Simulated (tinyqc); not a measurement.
Worked calculation: harmonic frequencies on the UHF/sto-3g surface (energies and gradients from PySCF), for LiH+, spin multiplicity 2. Computed by tinyqc, a small Python program that keeps every step (integrals from PySCF). Settings: charge = 1, multiplicity = 2, basis = sto-3g, delta = 0.002. Command: `OMP_NUM_THREADS=1 python tinyqc.py 23739 23740 out.jsonl` (the two numbers bound the seeds that draw the settings). One thread of a shared host (Intel(R) Xeon(R) Processor @ 2.60GHz), about 1 s of CPU time with the checks.

## One row of the Hessian: 2Hz

optimised positions (bohr):
```
,x,y,z
1Li,0.000000,0.000000,-0.471273
2H,0.000000,0.000000,3.252950
```

gradient at +delta (hartree/bohr):
```
,x,y,z
1Li,0.00000000,0.00000000,-0.00003749
2H,0.00000000,0.00000000,0.00003749
```

gradient at -delta (hartree/bohr):
```
,x,y,z
1Li,0.00000000,0.00000000,0.00004982
2H,0.00000000,0.00000000,-0.00004982
```

Displace 2Hz by +/-0.002 bohr; H(k, :) = (g(+) - g(-)) / (2 delta).

row of the Hessian (hartree/bohr^2): 1Lix 0.00000000, 1Liy 0.00000000, 1Liz -0.02182603, 2Hx 0.00000000, 2Hy 0.00000000, 2Hz 0.02182603

## Hessian by finite differences

All rows are made in the same way, and the matrix is symmetrised.

Hessian (symmetrised) (hartree/bohr^2), lower triangle:
```
,1Lix,1Liy,1Liz,2Hx,2Hy,2Hz
1Lix,-0.00000163
1Liy,0.00000000,-0.00000163
1Liz,0.00000000,0.00000000,0.02182603
2Hx,0.00000163,0.00000000,0.00000000,-0.00000163
2Hy,0.00000000,0.00000163,0.00000000,0.00000000,-0.00000163
2Hz,0.00000000,0.00000000,-0.02182603,0.00000000,0.00000000,0.02182603
```

## Normal modes

masses (u): 1Li 7.016004, 2H 2.014102

Diagonalise H_ij / sqrt(m_i m_j); the 5 smallest eigenvalues belong to translations and rotations; wavenumber = sqrt(eigenvalue / 1822.888) x 219474.63; each mode has its largest component positive (the first on a tie); zero-point energy = sum of wavenumbers / 2, with 349.755 1/cm per kcal/mol. A mass of 2.014 u marks deuterium.

eigenvalues of the mass-weighted Hessian (hartree/(bohr^2 u)): -0.000001  -0.000001  0.000000  0.000000  0.000000  0.013948

harmonic wavenumbers of the vibrations (1/cm): 607.1

mass-weighted modes:
```
,mode 1
1Lix,0.000000
1Liy,0.000000
1Liz,-0.472274
2Hx,0.000000
2Hy,0.000000
2Hz,0.881452
```

zero-point energy = 0.867878 kcal/mol
